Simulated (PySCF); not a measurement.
A GIAO shielding run with PySCF 2.14.0 with density-fitted response routines (density fitting, non-relativistic, gas phase) on `InChI=1S/C2H7OP/c1-4(2)3/h4H,1-2H3`:

```
$ OMP_NUM_THREADS=1 python probes_run.py task.json out

{"job": {"kind": "nmr", "xc": "BLYP", "basis": "pcSseg-2", "pop": false}, "charge": 0, "multiplicity": 1}
C     -1.399619     0.326027     0.273222
P      0.344911     0.700279    -0.060093
C      1.161268    -0.914743    -0.202060
O      0.980690     1.650068     0.902185
H     -1.827472    -0.342022    -0.489060
H     -1.961988     1.270390     0.293847
H     -1.477428    -0.145029     1.264367
H      0.303357     1.134636    -1.423281
H      2.212135    -0.755507    -0.482902
H      1.136332    -1.411858     0.779115
H      0.672815    -1.554026    -0.952728
```

Hardware: 1 thread of an AMD EPYC 9R14, shared host.

Q: How large is the calculation?

A: 42 electrons, 249 basis functions and 682 auxiliary functions.

Q: How long does it take, and how much memory does it need?

A: 23 s of wall time, with 15 SCF cycles; peak memory 1 GiB. Times on a shared host scatter by some tens of per cent.

Q: And these other runs on the same molecule and hardware: GIAO shielding at B3LYP/pcSseg-2; GIAO shielding at B97-D/pcSseg-2; GIAO shielding at BP86/pcSseg-2; GIAO shielding at HF/pcSseg-2; GIAO shielding at KT2/pcSseg-2; GIAO shielding at KT3/pcSseg-2?

A: B3LYP/pcSseg-2: 249 functions, 14 s; B97-D/pcSseg-2: 249 functions, 23 s; BP86/pcSseg-2: 249 functions, 23 s; HF/pcSseg-2: 249 functions, 8.3 s; KT2/pcSseg-2: 249 functions, 24 s; KT3/pcSseg-2: 249 functions, 23 s.
